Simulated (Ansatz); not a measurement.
Born–Oppenheimer molecular dynamics of BH₃O₂ (6 atoms, charge 0, multiplicity 1). It starts from a relaxed structure.

Level of theory: RKS PBE/def2-SVP (Ansatz 0.2.0).

| Property | Result |
| --- | --- |
| ensemble | NVT, Langevin thermostat |
| time step | 0.5 fs |
| steps asked | 150 |
| set temperature | 300 K |
| friction | 0.001 /fs |
| seed | 787920 |

First frame:

```xyz
6
Properties=species:S:1:pos:R:3
B 0.040 -0.188 0.061
H -0.164 0.176 1.206
O 1.335 -0.244 -0.360
H 1.391 -0.547 -1.286
O -0.967 -0.536 -0.804
H -1.844 -0.459 -0.393
```

**Question.** How far do the bonds stretch over the last three quarters of this one trajectory? (Pairs bonded in most of those frames.)

**Answer.** 
| bond | mean (Å) | spread (Å) | shortest | longest |
| --- | --- | --- | --- | --- |
| B1–H2 | 1.221 | 0.019 | 1.19 | 1.25 |
| B1–O3 | 1.364 | 0.022 | 1.32 | 1.41 |
| B1–O5 | 1.370 | 0.018 | 1.34 | 1.41 |
| O3–H4 | 0.979 | 0.018 | 0.95 | 1.01 |
| O5–H6 | 0.973 | 0.008 | 0.96 | 0.99 |

Mean temperature of the second half: 148 K. The mean temperature of the second half is 51 % below the set value. A run of 0.075 ps of so small a system gives no equilibrium averages.

The run took 70 s on 1 thread of AMD EPYC 9R45 96-Core Processor (Zen 5), with other jobs on the host, peak memory 0.11 GiB.
